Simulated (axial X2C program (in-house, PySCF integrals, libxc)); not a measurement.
**Outer orbitals of PC at 1.559 Å, PBE50**

All values were computed with an in-house relativistic program for diatomic molecules. Spin-free means the one-electron spin-free X2C Hamiltonian; two-component (2c) means X2C with spin–orbit coupling and atomic mean-field two-electron Coulomb and Gaunt terms, so the difference of the two also holds small scalar two-electron terms. Basis: P dyall-v3z [8s7p2d1f], C dyall-v3z [7s6p2d1f] (cores contracted in-house); Gaussian nuclei, density fitting, unrestricted open shells. Masses: P 30.974 u, C 12.000 u.

The distance is close to the 2c PBE0 minimum; the highest filled and lowest empty levels are listed.

Spin-free orbitals, state M_S = 1/2, Λ = 0 (beyond evenly filled blocks: σα) (Löwdin shares):

```json
{"symmetry": "σα", "occupied": "yes", "ε (eV)": "-23.24", "atomic character": "46% C s, 30% P s, 10% P p"}
{"symmetry": "σβ", "occupied": "yes", "ε (eV)": "-21.96", "atomic character": "41% P s, 36% C s, 13% C p"}
{"symmetry": "σα", "occupied": "yes", "ε (eV)": "-14.90", "atomic character": "34% C p, 26% P s, 21% C s"}
{"symmetry": "σβ", "occupied": "yes", "ε (eV)": "-13.05", "atomic character": "42% P p, 30% P s, 16% C s"}
{"symmetry": "σα", "occupied": "yes", "ε (eV)": "-11.03", "atomic character": "40% C p, 37% P p, 16% P s"}
{"symmetry": "π-α", "occupied": "yes", "ε (eV)": "-9.90", "atomic character": "60% C p, 34% P p, 4% P d"}
{"symmetry": "π+α", "occupied": "yes", "ε (eV)": "-9.90", "atomic character": "60% C p, 34% P p, 4% P d"}
{"symmetry": "π+β", "occupied": "yes", "ε (eV)": "-9.30", "atomic character": "59% P p, 36% C p, 3% C d"}
{"symmetry": "π-β", "occupied": "yes", "ε (eV)": "-9.30", "atomic character": "59% P p, 36% C p, 3% C d"}
{"symmetry": "σβ", "occupied": "no", "ε (eV)": "-3.18", "atomic character": "56% C p, 21% C s, 14% P p"}
{"symmetry": "π+α", "occupied": "no", "ε (eV)": "-0.97", "atomic character": "56% P p, 25% C p, 12% P d"}
{"symmetry": "π-α", "occupied": "no", "ε (eV)": "-0.97", "atomic character": "56% P p, 25% C p, 12% P d"}
{"symmetry": "π+β", "occupied": "no", "ε (eV)": "-0.31", "atomic character": "45% C p, 32% P p, 18% P d"}
{"symmetry": "π-β", "occupied": "no", "ε (eV)": "-0.31", "atomic character": "45% C p, 32% P p, 18% P d"}
```

Spinors with spin–orbit coupling (state Ω = 1/2):

| ω | occupied | ε (eV) | atomic character | λ mixture |
| --- | --- | --- | --- | --- |
| 1/2 | yes | -23.24 | 46% C s, 30% P s, 10% P p | 100% σ |
| -1/2 | yes | -21.96 | 41% P s, 36% C s, 13% C p | 100% σ |
| 1/2 | yes | -14.89 | 34% C p, 26% P s, 21% C s | 100% σ |
| -1/2 | yes | -13.05 | 42% P p, 30% P s, 16% C s | 100% σ |
| 1/2 | yes | -11.03 | 40% C p, 37% P p, 16% P s | 100% σ |
| -1/2 | yes | -9.91 | 60% C p, 34% P p, 4% P d | 100% π |
| 3/2 | yes | -9.89 | 60% C p, 34% P p, 4% P d | 100% π |
| 1/2 | yes | -9.31 | 59% P p, 36% C p, 3% C d | 100% π |
| -3/2 | yes | -9.28 | 59% P p, 36% C p, 3% C d | 100% π |
| -1/2 | no | -3.18 | 56% C p, 21% C s, 14% P p | 100% σ |
| -1/2 | no | -0.98 | 56% P p, 25% C p, 12% P d | 100% π |
| 3/2 | no | -0.96 | 57% P p, 25% C p, 12% P d | 100% π |
| 1/2 | no | -0.32 | 46% C p, 32% P p, 18% P d | 100% π |
| -3/2 | no | -0.31 | 45% C p, 32% P p, 18% P d | 100% π |

Mulliken charges and populations of the two-component result (they depend on the basis, above all on diffuse functions):

P 0.00 e (s 5.85 p 8.98 d 0.15 f 0.02), C 0.00 e (s 3.39 p 2.57 d 0.04). ⟨Lz⟩ = 0.00 ħ and ⟨Sz⟩ = 0.50 ħ (-0.20 and 0.70 on the two atoms), which add up to Ω.

The state is one determinant whose occupation by symmetry is held fixed; it was picked as the lowest of a PBE0 search that is not exhaustive. Density functionals use the spin component along the axis (collinear). The determinant is spin-polarised beyond a pure state at some levels (its spin-free form has ⟨S²⟩ too high), which makes Re and μ there less reliable.
